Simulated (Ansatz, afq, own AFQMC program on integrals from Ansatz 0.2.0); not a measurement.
## Where AFQMC and coupled cluster stand for AlBH2, singlet

```yaml
atoms:
  - { symbol: B, position_ang: [0.0000, 0.0000, 1.4848] }
  - { symbol: Al, position_ang: [0.0000, 0.0000, -0.7557] }
  - { symbol: H, position_ang: [0.0000, 1.0050, 2.1514] }
  - { symbol: H, position_ang: [0.0000, -1.0050, 2.1514] }
```

Connectivity, by distances: BH2–Al.

Basis cc-pVTZ. Only valence electrons are correlated. Ansatz 0.2.0 and our own AFQMC program on the same integrals; the CISD trial comes from CCSD amplitudes, and released means the phaseless constraint is let go. ± is one standard error of the sampling.

Determinant: RHF, the one that the program's search chose, which needn't be the lowest solution. The geometry is a PBE0/def2-TZVP stationary point of this or a neighbouring charge and spin state.

No full CI on the walks' own integrals is used here; CCSDT(Q) serves as the reference and is uncertain by about the last step of the cluster series.

Cautions: higher spins were not checked; restricted determinant unstable towards unrestricted (UHF 204 meV lower, ⟨S²⟩ 0.69).

```
T1 diagnostic                               : 0.0128
weight of the determinant in the CISD state : 0.867
size of the correlated space                : 8 electrons in 86 orbitals
```

| level | correlation energy (eV) |
| --- | --- |
| MP2 | -4.1366 |
| CCSD | -5.0760 |
| CCSD(T) | -5.2270 |

Estimate where phaseless AFQMC with the Hartree–Fock trial lies against CCSD(T) on the same integrals.

3.3 ± 2.2 kJ/mol below CCSD(T). The gap is under twice the noise, so this walk alone can't tell the two apart.

Reference: CCSDT(Q), correlation energy -5.260 eV. The released energy is read at 2.40 1/Eh (meV from the phaseless value at times in 1/Eh: -3 ± 3 at 0.24, -7 ± 3 at 0.51, -9.4 ± 2.2 at 0.99, -13 ± 4 at 1.62, -14 ± 4 at 2.40).

```csv
level,E − E(reference) (kJ/mol),share of correlation (%)
CCSD(T),3.2,99.37
CCSDT,0.7,99.86
ph-AFQMC/HF,-0.1 ± 2.2,100.02
ph-AFQMC/CISD,1.7 ± 0.4,99.67
released AFQMC,0.3 ± 0.4,99.94
```

A walk keeps the symmetry of its determinant, which the program's search chose and which needn't be the lowest solution, so a lower state of the same spin and another symmetry isn't excluded. Released energies are given only where the last usable release times agree within the noise; a slower fall can still hide under it.
